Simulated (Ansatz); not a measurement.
Rock-salt ZrC, treated with RPBE in Ansatz (plane waves, PAW).

Run with plane-wave cutoff 520 eV, 24×24×24 k mesh, Fermi–Dirac smearing 0.057 eV (set by the program), scalar-relativistic PAW data made under PBE.

Computed at the level's own relaxed cell.

### Question
Give the computed Voigt–Reuss–Hill bulk modulus, elastic constant C11, elastic constant C12, elastic constant C44 and polycrystal shear modulus (Hill average).

### Answer

- Voigt–Reuss–Hill bulk modulus: 213 GPa
- elastic constant C11: 435 GPa
- elastic constant C12: 101 GPa
- elastic constant C44: 150 GPa
- polycrystal shear modulus (Hill average): 157 GPa

Measured, for comparison: elastic constant C11 470 GPa, elastic constant C12 100 GPa, elastic constant C44 160 GPa (temperature not stated, not corrected to a static lattice; as tabulated in Wu et al. (2005), arXiv:cond-mat/0412374). Computed (rounded) less measured: elastic constant C11 -7 %, elastic constant C12 +1 %, elastic constant C44 -6 %.

Elastic constants are with the ions relaxed.

Static lattice: no zero-point or thermal effects.

The result took very roughly 5 core-minutes.

Ansatz is a program for electronic structure.
